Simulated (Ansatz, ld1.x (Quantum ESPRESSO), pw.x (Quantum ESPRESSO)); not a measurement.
## Equation-of-state test of one TM potential (Sc (Z = 21))

```json
{
  "Element": "Sc",
  "Generator": "ld1.x (Quantum ESPRESSO) 7.5",
  "Type": "norm-conserving Troullier–Martins (Kleinman–Bylander form)",
  "Functional": "PBEsol",
  "Relativity": "scalar-relativistic",
  "Frozen core": "[Ar]",
  "Valence charge": "3",
  "Reference configuration": "3d1 4s2 4p0",
  "Partial waves": "4p (bound, empty): rc 4.15 bohr; 3d (bound): rc 1.25 bohr; 4s (bound): rc 2.85 bohr",
  "Local potential": "the s channel",
  "Core correction": "none"
}
```

Atomic tests: cutoffs needed: 90 Ry and 110 Ry (the cutoffs (Ry, on a coarse ladder) from which the occupation-weighted sum of valence levels, in a spherical-Bessel basis at the reference potential, stays within 10 and 1 mRy of its value at 400 Ry); ghost test: no extra level below or beside the all-electron valence levels (p, d, s, f tested) (spherical-Bessel basis up to 400 Ry, 20 bohr box); largest excitation error: +323 meV (all-electron minus pseudo) for 3d0 4s2 4p1, out of 7 test configurations.

Crystal test: sc Sc in pw.x 7.5, no spin, 11³ k-points, Fermi–Dirac smearing 0.01 Ry, cutoffs 135/540 Ry. The reference is all-electron LAPW (Ansatz 0.2.0) with the same functional, mesh and smearing; V0 and B0 come from Birch–Murnaghan fits to the pressures at five volumes. Errors are pseudo minus all-electron; Δ is the rms difference of the E(V) curves that follow from these fits, minima aligned, over ±6 % about the mean V0. Mesh and smearing are coarse, so the numbers serve the comparison and aren't converged zero-temperature values; the lattice is a test structure that the element need not adopt.

All-electron: a0 = 2.921 Å (V0 = 24.92 Å³/atom), B0 = 37.1 GPa.

Task: How far does the potential miss the all-electron equation of state?

Result: mean pressure error (GPa): +3.25. The pressure does not cross zero within the volumes sampled, so no fit is given. The largest radius (4.15 bohr) exceeds half the bond length (2.76 bohr), so the spheres overlap, which is one possible source of error among others. This is a poor potential for the solid.

```csv
V (Å³/atom),P all-electron (GPa),P pseudo (GPa)
23.652,2.09,5.70
24.275,1.01,4.42
24.897,0.03,3.27
25.519,-0.85,2.22
26.142,-1.66,1.26
```

Task: At the middle volume, how do free energy and pressure move when the wave cutoff is lowered (ecutrho kept at four times it)?

Result:

```tsv
cutoff (Ry)	shift of F (meV/atom)	shift of P (GPa)
61	+1211.4	-18.70
81	+230.9	-6.99
108	+9.0	-0.62
```

Input at the middle volume:

```
&control
  calculation='scf', prefix='x', pseudo_dir='./', outdir='./tmp', tstress=.true., disk_io='none'
/
&system
  ibrav=0, nat=1, ntyp=1, ecutwfc=135, ecutrho=540, nbnd=8,
  occupations='smearing', smearing='fd', degauss=0.01
/
&electrons
  conv_thr=1e-09, mixing_beta=0.4, electron_maxstep=70
/
ATOMIC_SPECIES
Sc 1.0 Sc.UPF
CELL_PARAMETERS angstrom
  2.91999656 0.00000000 0.00000000
  0.00000000 2.91999656 0.00000000
  0.00000000 0.00000000 2.91999656
ATOMIC_POSITIONS crystal
Sc 0.0000 0.0000 0.0000
K_POINTS automatic
11 11 11 0 0 0
```

```bash
pw.x < Sc.scf.in > Sc.scf.out
```

Lines of the output:

```
Message from routine setup:
     using ibrav=0 with symmetry is DISCOURAGED, use correct ibrav instead
     lattice parameter (alat)  =       5.5180  a.u.
     unit-cell volume          =     168.0133 (a.u.)^3
     number of electrons       =         3.00
     number of Kohn-Sham states=            8
     kinetic-energy cutoff     =     135.0000  Ry
     charge density cutoff     =     540.0000  Ry
     scf convergence threshold =      1.0E-09
     Exchange-correlation= PBESOL
     number of k points=    56  Fermi-Dirac smearing, width (Ry)=  0.0100
     iteration #  1     ecut=   135.00 Ry     beta= 0.40
     total energy              =      -3.47327918 Ry
     estimated scf accuracy    <       0.00166169 Ry
     iteration #  2     ecut=   135.00 Ry     beta= 0.40
     total energy              =      -3.47356685 Ry
     estimated scf accuracy    <       0.00059990 Ry
     iteration #  3     ecut=   135.00 Ry     beta= 0.40
     total energy              =      -3.47366365 Ry
     estimated scf accuracy    <       0.00001935 Ry
     iteration #  4     ecut=   135.00 Ry     beta= 0.40
     total energy              =      -3.47384612 Ry
     estimated scf accuracy    <       0.00000034 Ry
     iteration #  5     ecut=   135.00 Ry     beta= 0.40
     total energy              =      -3.47384736 Ry
     estimated scf accuracy    <       0.00000006 Ry
     iteration #  6     ecut=   135.00 Ry     beta= 0.40
     the Fermi energy is     4.9559 ev
!    total energy              =      -3.47384750 Ry
     estimated scf accuracy    <          5.9E-10 Ry
     smearing contrib. (-TS)   =      -0.01061435 Ry
     The total energy is F=E-TS. E is the sum of the following terms:
     one-electron contribution =       2.54791512 Ry
     hartree contribution      =       0.08184745 Ry
     xc contribution           =      -1.46528530 Ry
     ewald contribution        =      -4.62771042 Ry
     convergence has been achieved in   6 iterations
          total   stress  (Ry/bohr**3)                   (kbar)     P=       32.69
     Message from routine punch:
     Nothing written, as per user request (disk_io='none')
```

The run at the middle volume (56 k-points, 6 iterations) took about 18 s on one core of a shared host (Intel(R) Xeon(R) Platinum 8488C, 192 threads, 1488 GiB, load 52).
